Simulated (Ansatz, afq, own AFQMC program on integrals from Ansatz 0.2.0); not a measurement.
## SiH4Cl, doublet in cc-pVTZ, levels against AFQMC with the constraint released

```yaml
atoms:
  - { symbol: Si, position_ang: [-1.7034, 0.0000, 0.0000] }
  - { symbol: H, position_ang: [-2.1983, 1.3997, 0.0000] }
  - { symbol: H, position_ang: [-2.1983, -0.6999, 1.2122] }
  - { symbol: H, position_ang: [-2.1983, -0.6999, -1.2122] }
  - { symbol: H, position_ang: [0.0126, 0.0000, 0.0000] }
  - { symbol: Cl, position_ang: [1.5366, 0.0000, 0.0000] }
```

Connectivity, by distances: SiH3 ··· Cl, 1 bridging H.

Basis cc-pVTZ. Only valence electrons are correlated. AFQMC by an in-house program on the Cholesky factors that Ansatz 0.2.0 writes for its CCSD(T) run. The CISD trial takes its coefficients from CCSD amplitudes. Released means that phaseless walkers are propagated on without the constraint, phases kept. ± is one standard error of the sampling.

Determinant: UHF, the one that the program's search chose, which needn't be the lowest solution. The geometry is a point of a scan.

No full CI on the walks' own integrals is used here. The released AFQMC energy serves as the reference, which it does only where one determinant dominates, the energy is flat over the last release times and near the phaseless one (40 meV or 2 meV an electron, half that with transition metals). On small molecules, where full CI could be run and the noise was under 10 meV, such values lay within 10 meV of it in 19 cases of 20, a flattering rate, since the rule was set on those same cases; what remains of the bias isn't in the error bar.

Cautions: the released value is read at 1.50 1/Eh (meV from the phaseless value at times in 1/Eh: -5 ± 7 at 0.24, -6 ± 5 at 0.51, -12 ± 4 at 0.99, -13 ± 9 at 1.50).

* T1 diagnostic: 0.0142
* weight of the determinant in the CISD state: 0.846
* ⟨S²⟩ of the determinant: 0.780
* size of the correlated space: 15 electrons in 114 orbitals

```csv
level,correlation energy (eV)
MP2,-8.9295
CCSD,-10.2036
CCSD(T),-10.5544
```

(1) Estimate where AFQMC with the constraint released lies against CCSD(T) on the same integrals.

(1) 1.83 ± 0.33 mEh below CCSD(T).

Reference: AFQMC with the constraint released, correlation energy -10.604 ± 0.009 eV.

```csv
level,E − E(reference) (mEh),share of correlation (%)
CCSD(T),1.83 ± 0.33,99.53
ph-AFQMC/CISD,0.47 ± 0.40,99.88
```

A walk keeps the symmetry of its determinant, which the program's search chose and which needn't be the lowest solution, so a lower state of the same spin and another symmetry isn't excluded. Released energies are given only where the last usable release times agree within the noise; a slower fall can still hide under it.
